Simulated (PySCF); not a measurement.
Start geometry of `C=CC(Cl)Cl` from GFN2-xTB (Å):
```
atom  x, y, z in Å
C1    -1.4027    0.1810    0.3273
C2    -0.3344   -0.4232   -0.1610
C3     1.0279    0.1624   -0.0944
Cl4    2.1151   -0.9229    0.8182
Cl5    1.6770    0.3845   -1.7440
H6    -2.3786   -0.2671    0.2651
H7    -1.3437    1.1442    0.8062
H8    -0.3981   -1.3892   -0.6405
H9     1.0510    1.1362    0.3979
```

Q: What comes out of this run: PySCF 2.14.0, PBE0-D3(BJ)/def2-SVP geometry optimisation, gas phase?

A: 
```
atom  x, y, z in Å
C1    -1.3605    0.1677    0.3328
C2    -0.2864   -0.4491   -0.1579
C3     1.0802    0.1319   -0.0941
Cl4    2.1535   -0.9175    0.8741
Cl5    1.7413    0.3419   -1.7395
H6    -2.3512   -0.2886    0.2709
H7    -1.2900    1.1482    0.8137
H8    -0.3554   -1.4304   -0.6385
H9     1.0899    1.1200    0.3813
```

The energy falls by 0.022 eV over 5 energy and gradient evaluations, the largest force component goes from 0.0111 to 9.8e-05 Eh/bohr, and the atoms move by 0.020 Å rms after alignment. Among the bonds, C1–H6 and C1–H7 change most and about equally (+0.017 Å). Bonds longer at the end by more than 0.005 Å: 5 of 8; shorter: 0. Rotational constants go from 3198, 2756, 1573 to 3155, 2751, 1561 MHz. The orientation of the end geometry is arbitrary; only internal coordinates are fixed.

The run used 98 basis functions and 30 SCF cycles in all. On one thread, Arm Neoverse V1, shared host, this took 15 s.

No PBE0-D3(BJ)/def2-SVP frequencies stand behind this structure, so it isn't proved a minimum. One conformer, not necessarily the lowest.
